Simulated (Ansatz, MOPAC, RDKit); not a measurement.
Molecule: ketene, C₂H₂O (charge 0, singlet). SMILES: C=C=O

Atoms: C1, C2, H3, H4, O5. Bonds: C1-C2, C1-H3, C1-H4, C2-O5.

Bond lengths (Å) and angles (degrees) optimised at UFF with RDKit; MMFF94 with RDKit; MNDO with MOPAC; B3LYP/LANL2DZ with Ansatz (an electronic-structure program), each started from the B3LYP-D3(BJ)/def2-TZVP structure (Ansatz) of the last column. A row stands for all coordinates that are equal there. No wavenumbers were computed at UFF, MMFF94, MNDO, B3LYP/LANL2DZ, so these may be saddle points.

| coordinate | UFF | MMFF94 | MNDO | B3LYP/LANL2DZ | B3LYP-D3(BJ)/def2-TZVP |
|---|---|---|---|---|---|
| C1-C2 | 1.302 | 1.295 | 1.319 | 1.324 | 1.308 |
| C1-H3 | 1.081 | 1.082 | 1.085 | 1.084 | 1.079 |
| C2-O5 | 1.237 | 1.174 | 1.184 | 1.198 | 1.159 |
| C1-C2-O5 | 180.0 | 180.0 | 180.0 | 180.0 | 180.0 |
| C2-C1-H3 | 120.0 | 120.2 | 121.8 | 120.3 | 119.6 |
| H3-C1-H4 | 120.0 | 119.6 | 116.5 | 119.5 | 120.7 |

Mean signed difference of all 4 bond lengths from B3LYP-D3(BJ)/def2-TZVP: UFF 0.019 Å, MMFF94 0.002 Å, MNDO 0.012 Å, B3LYP/LANL2DZ 0.016 Å.
